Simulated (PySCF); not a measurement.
SMILES C(=C)C=C, B3LYP/def2-SVP optimised geometry.

```
10

C      1.76    -0.60     0.00
C      0.41    -0.60     0.00
C     -0.41     0.60     0.00
C     -1.76     0.60     0.00
H      2.33     0.33     0.00
H      2.33    -1.53     0.00
H     -0.12    -1.56     0.00
H      0.12     1.56     0.00
H     -2.33     1.53     0.00
H     -2.33    -0.33     0.00
```

Density from B3LYP/def2-TZVP in PySCF at that geometry.

Minimum of the electron density along straight lines between bonded atoms, close to the bond critical point (lines longer than 1.1 times the sum of covalent radii, or with two minima, are not listed):

```
bond    length / Å  ρ at the minimum / e bohr⁻³  ∇²ρ there / e bohr⁻⁵  position (fraction from the first atom)
------  ----------  ---------------------------  --------------------  ---------------------------------------
C1–C2        1.343                        0.348                 -1.06                                     0.50
C2–C3        1.459                        0.283                 -0.80                                     0.50
C3–C4        1.343                        0.348                 -1.06                                     0.50
C1–H5        1.095                        0.278                 -0.97                                     0.65
C1–H6        1.093                        0.280                 -0.98                                     0.65
C2–H7        1.097                        0.279                 -0.97                                     0.65
C3–H8        1.097                        0.279                 -0.97                                     0.65
C4–H9        1.093                        0.280                 -0.98                                     0.65
C4–H10       1.095                        0.278                 -0.97                                     0.65
```
